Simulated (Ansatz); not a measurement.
**A ladder of methods for BNH3 (SMILES B[NH])**

BNH3 has 5 atoms, charge 0, and is taken as a doublet. SMILES: `B[NH]`. The shape was relaxed beforehand at PBE0/def2-SVP.

Quantity: the adiabatic electron affinity (to the singlet anion, shapes relaxed at PBE0/def2-SVP, no zero-point term), in eV. The values are calculated.

The electron affinity is E(neutral) − E(anion): positive where the electron is bound.

```tsv
level	kind	program	value (eV)
UHF/def2-TZVPP	Hartree–Fock	Ansatz	0.45
UBLYP/def2-TZVPP	GGA	Ansatz	1.70
UPBE/def2-TZVPP	GGA	Ansatz	1.78
U-r2SCAN/def2-TZVPP	meta-GGA	Ansatz	1.66
UB3LYP/def2-TZVPP	global hybrid	Ansatz	1.83
UPBE0-D4/def2-TZVPP	global hybrid	Ansatz	1.75
UB2PLYP/def2-TZVPP	double hybrid	Ansatz	1.86
RPA@PBE/def2-TZVPP	RPA	Ansatz	2.18
```

The values span 0.45 to 2.18 eV.
